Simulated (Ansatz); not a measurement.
This Ansatz (a program for electronic structure) input (PBE/pcseg-0) gives -223.70805 Eh with 27 basis functions. A basis named .json is the Basis Set Exchange file of that set (core-valence sets with the plain set on hydrogen).

Ansatz 0.2 input:
```yaml
crystal:
  periodic: [false, false, false]
  atoms:
    - {symbol: B, position_ang: [-0.00269306, 0.50230670, -0.01136945]}
    - {symbol: F, position_ang: [1.14286566, -0.13323795, 0.01059612]}
    - {symbol: F, position_ang: [-1.14136952, -0.14582133, -0.00427976]}
basis:
  gaussian:
    orbitals: pcseg-0.json
hamiltonian:
  xc: {name: PBE}
magnetization: {spin_polarized: true, initial_magnetization: 1}
```

Change:
```diff
- orbitals: pcseg-0.json
+ orbitals: 6-31G*
```

Question: What does the run give now?

Answer: -224.32983 Eh (PBE/6-31G*, 45 functions), a change of -621.78 mEh.
